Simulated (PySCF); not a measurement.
**Deuteron quadrupole couplings in `C#CC(=S)C=C`**

Compound: C5H4S.
Structure used (PBE0-D3(BJ)/def2-SVP), in Å, numbered top down from 1:
```xyz
10
C5H4S angstrom
C      2.020   -0.757    1.307
C      1.180   -0.760    0.430
C      0.193   -0.762   -0.600
S      0.357   -1.752   -1.900
C     -0.952    0.139   -0.463
C     -1.140    0.972    0.571
H      2.781   -0.778    2.067
H     -1.668    0.085   -1.288
H     -0.425    1.026    1.396
H     -2.018    1.621    0.615
```

Level: PBE0/pcSseg-1 (PySCF, non-relativistic); Q(2H) = 0.00286 b; rigid geometry, the same for H and D, with no vibrational averaging.

Question: Rank these positions by the coupling χzz of a deuteron there, largest first.
A. H7 (alkyne hydrogen)
B. H10 (vinylic hydrogen)
C. H8 (vinylic hydrogen)

Answer: A (228 kHz), B (205 kHz), C (199 kHz).

Give the electric field gradient Vzz (the principal value of largest size), its asymmetry and the 2H coupling at each hydrogen.

```
atom  bonded to  bond length (Å)  Vzz (au)     η  χzz (kHz)
  H7         C1            1.075    0.3388  0.02        228
  H8         C5            1.094    0.2960  0.06        199
  H9         C6            1.094    0.2974  0.04        200
 H10         C6            1.092    0.3044  0.03        205
```

The structure is a single PBE0-D3(BJ)/def2-SVP conformer in the gas phase; no vibrational or solvent corrections. With a basis this small, the couplings can be 20 % off.
